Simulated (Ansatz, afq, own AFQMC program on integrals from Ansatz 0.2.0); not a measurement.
# Where AFQMC and coupled cluster stand for AlNH3⁺, triplet

```xyz
5

Al    0.0000   -0.1040    0.6488
N     0.0000    0.0875   -1.1147
H     0.0000    1.2565    1.4988
H     0.0000    0.9771   -1.5913
H     0.0000   -0.6657   -1.7833
```

Connectivity, by distances: AlH–NH2.

Basis cc-pVDZ. Noble-gas cores (and the filled d shells of Ga–Kr and In–Xe) are frozen. Integrals, coupled cluster, full CI and functionals: Ansatz 0.2.0; the random walks run on the same integrals in our own AFQMC program. ph-AFQMC/CISD is guided by a CISD state made of CCSD amplitudes; releasing the constraint for a short imaginary time cuts its bias at the price of noise, slowly where states lie close. Uncertainties: one standard error, sampling alone.

Determinant: UHF, the one that the program's search chose, which needn't be the lowest solution. The geometry is a PBE0/def2-TZVP stationary point of this or a neighbouring charge and spin state.

No full CI on the walks' own integrals is used here; CCSDT(Q) serves as the reference and is uncertain by about the last step of the cluster series.

Cautions: another spin lies lower (by 2.02 eV); the released energies have errors that jump between times, so the bars are unsure, so no released level is given (meV from the phaseless value at times in 1/Eh: -3.8 ± 1.3 at 0.24, -5.5 ± 0.9 at 0.51, -8.8 ± 1.6 at 0.99, -3 ± 7 at 1.62, -9.2 ± 1.0 at 2.40), though the last usable value meets CCSDT(Q) within the noise.

```
T1 diagnostic                               : 0.0116
weight of the determinant in the CISD state : 0.917
⟨S²⟩ of the determinant                     : 2.011
size of the correlated space                : 10 electrons in 41 orbitals
```

| level | correlation energy (eV) |
| --- | --- |
| MP2 | -4.7500 |
| CCSD | -5.5385 |
| CCSD(T) | -5.6355 |

Q: Estimate where phaseless AFQMC with a CISD trial lies against CCSD(T) on the same integrals.

A: 1.5 ± 0.1 kJ/mol below CCSD(T).

Reference: CCSDT(Q), correlation energy -5.659 eV.

| level | E − E(reference) (kJ/mol) | share of correlation (%) |
| --- | --- | --- |
| CCSD(T) | 2.3 | 99.59 |
| CCSDT | 0.6 | 99.89 |
| ph-AFQMC/CISD | 0.8 ± 0.1 | 99.86 |

A walk keeps the symmetry of its determinant, which the program's search chose and which needn't be the lowest solution, so a lower state of the same spin and another symmetry isn't excluded.
